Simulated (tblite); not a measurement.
# BrH4N: the cost of one run

Computed with tblite 0.8.0 and PySCF 2.14.0; each step states its level. No surroundings beyond the atoms listed, unless a continuum is named. Atoms count from 0, parts from 1.

### Step 1. Starting point

6 atoms, charge 0, multiplicity 1; geometry: rigid parts in contact. Parts: 1 = atoms 0–1, `Br`, charge 0; 2 = atoms 2–5, `N`, charge 0.

### Step 2. Docking the parts with GFN2-xTB

Job settings and geometry (Å):

```
{"job": {"kind": "dock", "xc": "GFN2-xTB", "basis": "xTB"}, "charge": 0, "multiplicity": 1, "parts": [{"atoms": "0-1", "charge": 0, "multiplicity": 1}, {"atoms": "2-5", "charge": 0, "multiplicity": 1}]}
Br     0.700758     0.005762     0.002686
H     -0.700758    -0.005762    -0.002686
N     -2.523130     0.411713     0.870020
H     -2.869404     0.986746     1.628232
H     -2.566214     0.963530     0.021952
H     -3.158757    -0.369078     0.761782
```

Method: GFN2-xTB search for minima from random contacts, gas phase.

On the command line:

```sh
$ OMP_NUM_THREADS=1 python cluster_run.py task.json out
```

One launch serves the whole session: the jobs run in the order shown.

Q: Estimate the wall time of this first job on 1 thread of Intel Xeon Platinum 8259CL at 2.50GHz, shared host.

About 2.9 s.
